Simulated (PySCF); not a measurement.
The same gas-phase reaction for C, Si, Ge, Sn:
- CH3Cl + 2 Cl2 → CCl2 + 3 HCl
- SiH3Cl + 2 Cl2 → SiCl2 + 3 HCl
- GeH3Cl + 2 Cl2 → GeCl2 + 3 HCl
- SnH3Cl + 2 Cl2 → SnCl2 + 3 HCl

Method: PySCF energies plus ideal-gas RRHO corrections (1 bar). † marks an energy on the PBE0/def2-TZVP geometry and frequencies. MP2 and CCSD(T) freeze the core. All species are closed-shell singlets. Sn: scalar-relativistic def2 core potential, no spin-orbit coupling. Ge: all electrons, no relativistic terms. SnH3Cl: computed as isolated molecules; such fragments, hydroxides, amides, oligomers or adducts are transient or little studied in the gas. MP2 isn't extrapolated to the basis-set limit. CCSD(T) isn't extrapolated to the basis-set limit. Warning, large T1 diagnostic: CCl2 (CCSD(T)/def2-TZVPP†).

ΔH°(298 K) in kJ, by level:

```json
[
 {"level": "ωB97M-V/def2-TZVP†", "C": "42.6", "Si": "-302.6", "Ge": "-371.3", "Sn": "-457.2"},
 {"level": "HF/def2-TZVP†", "C": "___", "Si": "-309.2", "Ge": "-391.9", "Sn": "-492.7"},
 {"level": "CCSD(T)/def2-TZVPP†", "C": "___", "Si": "-317.4", "Ge": "-377.8", "Sn": "-476.8"},
 {"level": "r2SCAN/def2-TZVP†", "C": "___", "Si": "-291.1", "Ge": "-369.1", "Sn": "-470.8"},
 {"level": "ωB97X-V/def2-TZVP†", "C": "___", "Si": "-281.6", "Ge": "-356.8", "Sn": "-451.7"},
 {"level": "LDA/def2-TZVP†", "C": "___", "Si": "-273.9", "Ge": "-336.3", "Sn": "-426.7"},
 {"level": "MP2/def2-SVP†", "C": "___", "Si": "-350.6", "Ge": "-413.3", "Sn": "-515.7"},
 {"level": "MP2/def2-TZVPP†", "C": "___", "Si": "-326.5", "Ge": "-390.9", "Sn": "-507.3"}
]
```

### Question
Complete the blanks.

### Answer

- HF/def2-TZVP†, C: 15.8
- CCSD(T)/def2-TZVPP†, C: 14.2
- r2SCAN/def2-TZVP†, C: 34.3
- ωB97X-V/def2-TZVP†, C: 48.9
- LDA/def2-TZVP†, C: 74.5
- MP2/def2-SVP†, C: 2.2
- MP2/def2-TZVPP†, C: 24.0
